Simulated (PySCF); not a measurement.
Splitting trees

Molfile (atoms numbered from 1):
```
C2H5NO
     RDKit          3D

  9  8  0  0  0  0  0  0  0  0999 V2000
    1.5667    0.1222   -0.0305 N   0  0  0  0  0  0  0  0  0  0  0  0
    0.7702   -0.8589    0.0514 C   0  0  0  0  0  0  0  0  0  0  0  0
   -0.6850   -0.6018   -0.1971 C   0  0  0  0  0  0  0  0  0  0  0  0
   -0.9267    0.7261   -0.4856 O   0  0  0  0  0  0  0  0  0  0  0  0
    2.5373   -0.1369    0.1518 H   0  0  0  0  0  0  0  0  0  0  0  0
    1.0688   -1.8955    0.2933 H   0  0  0  0  0  0  0  0  0  0  0  0
   -1.0116   -1.2731   -1.0204 H   0  0  0  0  0  0  0  0  0  0  0  0
   -1.2478   -0.9428    0.6983 H   0  0  0  0  0  0  0  0  0  0  0  0
   -0.0481    1.1477   -0.4509 H   0  0  0  0  0  0  0  0  0  0  0  0
  5  1  1  0
  1  2  2  0
  2  3  1  0
  3  4  1  0
  2  6  1  0
  3  7  1  0
  3  8  1  0
  4  9  1  0
M  END
```

Theoretical values (PySCF 2.14): geometry from PBE0-D3(BJ)/def2-SVP, shielding tensors at PBE/pcSseg-2 (GIAO), couplings computed with B3LYP/pcJ-1. Single conformer, averaged over atoms made equivalent by symmetry, fast rotation or ring inversion, no solvent, non-relativistic Hamiltonian.

References, each an isolated molecule treated in the same way: ¹³C (σref 179.39), ¹H (σref 31.18) vs TMS.

Spectrometer: 400 MHz for ¹H. First-order analysis; couplings under 1 Hz (under 4 Hz in carbon signals) are ignored, and nearly equal couplings are merged; the smaller ones broaden or split the lines further.

Problem. What pattern does C3 show in the proton-coupled ¹³C spectrum?

Solution. A triplet of doublets at δ 73.7: 147.3 Hz to H7/H8 (2 × ¹H, 1 bond away), 18.4 Hz to H6 (1 × ¹H, 2 bonds away). Lines in Hz from the centre (relative intensity): +156.5 (1), +138.1 (1), +9.2 (2), -9.2 (2), -138.1 (1), -156.5 (1). The outer lines are 313.0 Hz apart, the sum of the couplings kept, or 3.112 ppm at this field.

Problem. What pattern does H7/H8 show (¹H)?

Solution. A doublet at δ 4.59: 1.4 Hz to H6 (1 × ¹H, 3 bonds away). Lines in Hz from the centre (relative intensity): +0.7 (1), -0.7 (1). The outer lines are 1.4 Hz apart, the sum of the couplings kept, or 0.003 ppm at this field.

Problem. What pattern does H6 show (¹H)?

Solution. A triplet at δ 8.90: 1.4 Hz to H7/H8 (2 × ¹H, 3 bonds away). Lines in Hz from the centre (relative intensity): +1.4 (1), +0.0 (2), -1.4 (1). The outer lines are 2.8 Hz apart, the sum of the couplings kept, or 0.007 ppm at this field.

OH/NH shifts are gas-phase values; hydrogen bonding in solution moves them, usually downfield. Unscaled 3J(H,H) at this level run about 10 % above measured values. Couplings across =CH–CH2 type bonds come from one rotamer and its mirror image, and can be 1–2 Hz further off.
